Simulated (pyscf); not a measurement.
PySCF, gas phase, ωB97X-D3(BJ)/def2-SVP geometries.

Task: For H₂P–GaH₂ + water (H₂O) → HO–GaH–PH₂ + hydrogen (H₂), a four-centre exchange (singlet surface; Ga–H, H–O broken, Ga–O, H–H formed), PBE/def2-TZVP gives ΔE‡ = 0.30 eV and ΔE = -0.53 eV (zero: the separated reactants). In which direction and how far do PBE0-D3(BJ)/def2-TZVP, M06-2X/def2-TZVP, ωB97M-D3(BJ)/def2-TZVP move these?

Result: PBE0-D3(BJ): ΔE‡ = 0.38 eV, ΔE = -0.48 eV; M06-2X: ΔE‡ = 0.33 eV, ΔE = -0.70 eV; ωB97M-D3(BJ): ΔE‡ = 0.50 eV, ΔE = -0.49 eV. PBE's barrier lies under all of them, by 0.03 to 0.20 eV. Its reaction energy lies among theirs. On the reactant side the descent ends in an adduct with a Ga–O contact (not fully relaxed), 0.65 eV under the separated species and 1.10 eV under the saddle at ωB97X-D3(BJ)/def2-TZVP. What is counted as formed (Ga–O) is already present as a longer contact in the reactant adduct; forming that adduct is a step of its own. At the saddle there is also a short Ga–H contact that neither side keeps. This is the saddle that the search found; another between the same sides may lie lower. Elements up to Kr have no core potential and no relativistic terms here.
